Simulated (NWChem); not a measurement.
# LiH (SMILES [LiH]) at 6 levels

Aim: a comparison of 6 runs (PBE0/cc-pVTZ, CAM-B3LYP/cc-pVTZ, PBE/cc-pVTZ, r2SCAN/cc-pVTZ, MP3/cc-pVTZ, CCSD(T)/cc-pVTZ) of LiH. 

Program for the calculation: NWChem 7.3.0.

### Step 1. The system as given

The species is LiH (2 atoms), meant as a singlet with charge 0. As SMILES, `[LiH]`. The Li1–H2 distance was set to 2.872 Å, away from the relaxed value.

### Step 2. A single-point energy at PBE0/cc-pVTZ (run 1)

File hli.xyz:

```xyz
2

Li     0.000000     0.000000    -1.276600
H      0.000000     0.000000     1.595700
```

File hli.nw:

```
start hli
memory stack 880 mb heap 220 mb global 1100 mb

geometry noautosym nocenter noautoz
   load hli.xyz
end

basis "ao basis" spherical bse
   * library cc-pVTZ
end

dft
   xc pbe0
   mult 1
   grid xfine
   convergence energy 1e-08
   iterations 100
   mulliken
   print low
end

task dft
```

Command:

```bash
$ nwchem hli.nw > hli.out
```

Log:

```text
[...]
 d= 0,ls=0.0,diis     1     -7.9682788949 -8.52D+00  2.15D-02  3.99D-02     0.3
[...]
 d= 0,ls=0.0,diis     8     -7.9922270892 -1.01D-09  5.22D-07  2.37D-11     1.9
         Total DFT energy =       -7.992227089207
      One electron energy =      -11.393390367431
           Coulomb energy =        4.954987964046
    Exchange-Corr. energy =       -2.106528702463
 Nuclear repulsion energy =        0.552704016641
[...]
      Total Density - Mulliken Population Analysis
     ---------------------------------------------
    Atom       Charge   Shell Charges
 -----------   ------   -------------------------------------------------------
    1 Li   3     2.69   1.99 -0.00  0.28  0.27  0.02  0.07  0.05  0.00  0.02  0.00
    2 H    1     1.31   0.18  0.45  0.68  0.00  0.00  0.00
[...]
```

It took 2.4 s on 1 thread of Intel Xeon 6975P-C (Granite Rapids), shared host; peak memory 0.11 GiB.

### Step 3. The energy at CAM-B3LYP/cc-pVTZ (run 2)

File test.nw:

```
START test
memory 2200 mb
GEOMETRY units angstrom noautosym nocenter noautoz
Li    0.000000    0.000000   -1.276600
H     0.000000    0.000000    1.595700
END
BASIS spherical bse
Li library cc-pVTZ
H library cc-pVTZ
END
DFT
xc xcamb88 1.00 lyp 0.81 vwn_5 0.19 hfexch 1.00
cam 0.33 cam_alpha 0.19 cam_beta 0.46
grid xfine
convergence energy 1e-08
direct
iterations 100
mulliken
END
TASK dft
```

Command:

```bash
$ nwchem test.nw > test.out
```

Log:

```text
[...]
          Wavefunction type:  closed shell.
          No. of atoms     :     2
          No. of electrons :     4
[...]
          Charge           :     0
          Spin multiplicity:     1
[...]
          AO basis - number of functions:    44
[...]
              XC Information
              --------------
                     Hartree-Fock (Exact) Exchange  1.000
                   CAM-Becke88 Exchange Functional  1.000
                      VWN V Correlation Functional  0.190 local
              Lee-Yang-Parr Correlation Functional  0.810
[...]
 d= 0,ls=0.0,diis     1     -7.9774334883 -8.53D+00  1.09D-02  4.14D-02     0.4
[...]
 d= 0,ls=0.0,diis     8     -8.0001755633 -2.30D-10  5.13D-07  2.18D-11     2.8
         Total DFT energy =       -8.000175563297
      One electron energy =      -11.388729036657
           Coulomb energy =        4.952662355798
    Exchange-Corr. energy =       -2.116812899079
 Nuclear repulsion energy =        0.552704016641
[...]
      Total Density - Mulliken Population Analysis
     ---------------------------------------------
    Atom       Charge   Shell Charges
 -----------   ------   -------------------------------------------------------
    1 Li   3     2.67   1.99 -0.00  0.25  0.25  0.03  0.07  0.06  0.00  0.02  0.00
    2 H    1     1.33   0.18  0.44  0.71  0.00  0.00  0.00
[...]
```

Run time: 3.6 s. Hardware: 1 thread of Intel Xeon 6975P-C (Granite Rapids), shared host; peak memory 0.11 GiB.

Runs 3 to 5 aren't shown in full; the table further down has their settings and results.

### Step 4. A single-point energy at CCSD(T)/cc-pVTZ (run 6)

File struct.nw:

```
start struct
title "HLi ccsd(t)"
memory stack 880 mb heap 220 mb global 1100 mb

geometry units angstroms noautosym nocenter noautoz
   Li    0.000000    0.000000   -1.276600
   H     0.000000    0.000000    1.595700
end

basis spherical bse
   * library cc-pVTZ
end

scf
   thresh 1e-08
   maxiter 80
   noprint "final vectors analysis"
end

ccsd
   maxiter 60
end

task ccsd(t) energy
```

Command:

```bash
$ nwchem struct.nw > struct.out
```

Log:

```text
[...]
  functions       =    44
[...]
  wavefunction    = RHF
[...]
         Total SCF energy =     -7.923311340767
      One-electron energy =    -11.378620912703
      Two-electron energy =      2.902605555295
 Nuclear repulsion energy =      0.552704016641
        Time for solution =      0.7s
[...]
 Total MP2 energy:             -7.963304527397995
[...]
             energy      energy      error      ampl     ampl      Block
                                                time     time      time
[...]
 Total CCSD energy:             -7.979807894736208
[...]
 Total CCSD+T(CCSD) energy:             -7.979929197006163
[...]
 Total CCSD(T) energy:                  -7.979926682854486
[...]
```

It took 5.7 s on 1 thread of Intel Xeon 6975P-C (Granite Rapids), shared host; peak memory 0.1 GiB.

### Step 5. Overview of the runs

| run | level | integration grid | iteration cap | energy (Eh) | wall time |
| --- | --- | --- | --- | --- | --- |
| 1 | PBE0/cc-pVTZ | xfine | 100 | -7.992227 | 2.4 s |
| 2 | CAM-B3LYP/cc-pVTZ | xfine | 100 | -8.000176 | 3.6 s |
| 3 | PBE/cc-pVTZ | xfine | 100 | -7.990876 | 3.9 s |
| 4 | r2SCAN/cc-pVTZ | xfine | 100 | -8.009829 | 3.9 s |
| 5 | MP3/cc-pVTZ | – | 80 | -7.972336 | 2 s |
| 6 | CCSD(T)/cc-pVTZ | – | 80 | -7.979927 | 5.7 s |

### Step 6. Outcome

| quantity | value |
| --- | --- |
| run 6: total energy | -7.97993 Eh |
| run 6: correlation energy | -56.6 mEh |
| run 6: (T) correction | -0.12 mEh |

**Reading.** Over runs 2, 3, 4 the dipole moment (its size) runs from 7.35 D (PBE/cc-pVTZ) to 8.63 D (CAM-B3LYP/cc-pVTZ). Totals of different functionals can't be ranked against each other. All runs together took 22 s, the longest 5.7 s.
